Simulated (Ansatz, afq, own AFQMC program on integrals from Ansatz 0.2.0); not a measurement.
## AlNH3, quartet in cc-pVTZ, levels against CCSDT(Q)

| atom | x (Å) | y (Å) | z (Å) |
| --- | --- | --- | --- |
| Al | -0.9739 | 0.0000 | 0.0000 |
| H | -1.7668 | 1.3734 | 0.0000 |
| H | -1.7668 | -1.3734 | 0.0000 |
| H | 1.0171 | 0.0000 | 0.0000 |
| N | 2.0571 | 0.0000 | 0.0000 |

Connectivity, by distances: AlH2 ··· NH.

Basis cc-pVTZ. Only valence electrons are correlated. AFQMC by an in-house program on the Cholesky factors that Ansatz 0.2.0 writes for its CCSD(T) run. ph-AFQMC/CISD is guided by a CISD state made of CCSD amplitudes; releasing the constraint for a short imaginary time cuts its bias at the price of noise, slowly where states lie close. Uncertainties: one standard error, sampling alone.

Determinant: UHF, the one that the program's search chose, which needn't be the lowest solution. The geometry is a point of a scan.

No full CI on the walks' own integrals is used here; CCSDT(Q) serves as the reference and is uncertain by about the last step of the cluster series.

Cautions: lower spins were not checked.

The T1 diagnostic is 0.0149, the weight of the determinant in the CISD state is 0.892 and the ⟨S²⟩ of the determinant is 3.776. The size of the correlated space is 11 electrons in 100 orbitals.

Reference: CCSDT(Q), correlation energy -7.057 eV. The released energy is read at 2.40 1/Eh (meV from the phaseless value at times in 1/Eh: -13 ± 6 at 0.24, -20 ± 6 at 0.51, -23 ± 3 at 0.99, -38 ± 6 at 1.62, -23 ± 7 at 2.40).

```
         level  E − E(reference) (kcal/mol)  share of correlation (%)
            HF                       162.74                      0.00
           MP2                        28.84                     82.28
          CCSD                         4.83                     97.03
       CCSD(T)                         0.81                     99.50
         CCSDT                         0.13                     99.92
 ph-AFQMC/CISD                  0.49 ± 0.12                     99.70
released AFQMC                 -0.04 ± 0.16                    100.02
```

A walk keeps the symmetry of its determinant, which the program's search chose and which needn't be the lowest solution, so a lower state of the same spin and another symmetry isn't excluded. Released energies are given only where the last usable release times agree within the noise; a slower fall can still hide under it.
